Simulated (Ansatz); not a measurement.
# SiF (doublet): wave-function methods side by side, aug-cc-pVDZ

An exercise on one series of results from a longer session: the logs are not shown, and one member is left open.

Program: Ansatz 0.2.0, Gaussian basis. Level of theory: aug-cc-pVDZ, core rule «outside noble gas», up to 6 orbitals frozen. These are calculated values, not measurements.

To be run: UHF; CCSD(T) on ROHF; CCSD(T) on UHF; BCCD(T) on ROHF; CISD as a restricted active space (open shells left free, so some higher excitations enter); CCSDT(Q) on ROHF; CCSDT(Q) on UHF.

13 further runs of the same task are left out: 5 for a known fault of the program, 2 that didn't finish, 6 set aside as unsound or not needed. Runs told in other sessions of the task aren't counted.

### The system

The geometry is a PBE0/def2-TZVPD stationary point (not a proven minimum) of the parent state, kept for this charge and spin.

2 atoms, charge 0, spin multiplicity 2.

Atoms are counted from 1 here; the program's logs count them from 0.

Bond lengths: Si1–F2 1.692 Å.

Coordinates:

```
Si    0.00000    0.00000    0.00000
F     0.00000    0.00000    1.69160
```

Set-up of the first run:

The input, in.yaml:

```yaml
crystal:
  periodic: [false, false, false]
  atoms:
    - {symbol: Si, position_ang: [0.000000, 0.000000, 0.000000]}
    - {symbol: F, position_ang: [0.000000, 0.000000, 1.691600]}
basis:
  gaussian: {orbitals: aug-cc-pVDZ}
magnetization: {spin_polarized: true, initial_magnetization: 1}
hamiltonian: {xc: hf}
output: {orbitals: {seedname: orbitals}}
```

Command:

```bash
$ ansatz run in.yaml --threads 1 --pin off --events-out ev --progress --plain --max-ram 2393MiB
```

Steps of the session up to this table: UHF; CCSD(T) on ROHF; CCSD(T) on UHF; BCCD(T) on ROHF; CISD as a restricted active space (open shells left free, so some higher excitations enter); CCSDT(Q) on ROHF; CCSDT(Q) on UHF.

One table of the session follows, with a row left open; its other results are not shown here.

It belongs to the step «Misses and costs». 

| method | from UCCSDT(Q) (kJ/mol) |
| --- | --- |
| ROHF | +789.1 |
| UHF | +776.7 |
| RMP2 | ? |
| UMP2 | +64.7 |
| CISD | +78.7 |
| RCCSD | +24.2 |
| UCCSD | +23.9 |
| RCCSD(T) | +3.3 |
| UCCSD(T) | +3.3 |
| BCCD(T) | +2.6 |
| RCCSDT | +1.5 |
| UCCSDT | +1.5 |
| RCCSDT(Q) | +0.5 |
| UCCSDT(Q) | 0 |

Estimate the missing values for RMP2.

As computed: from UCCSDT(Q) (kJ/mol): +63.4. In the column «from UCCSDT(Q) (kJ/mol)» it lies between RCCSD (+24.2) and UMP2 (+64.7).

Limits of these values: Restricted and unrestricted rows rest on different reference determinants; a gap between their highest levels can come from leftover correlation error, from unlike frozen cores or from another state.
